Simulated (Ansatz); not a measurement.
Harmonic frequencies (cm⁻¹) at PBE0-D4/def2-TZVP from Ansatz: 51, 764, 819, 838, 959, 965, 1076, 1076, 1153, 1170, 1200, 1235, 1265, 1318, 1383, 1487, 1511, 1540, 3031, 3040, 3076, 3078, 3102, 3158.

Which molecule is it?
A. `C=COC`
B. `C1COC1`
C. `C/C=C/O`
D. `C=CCO`

B.
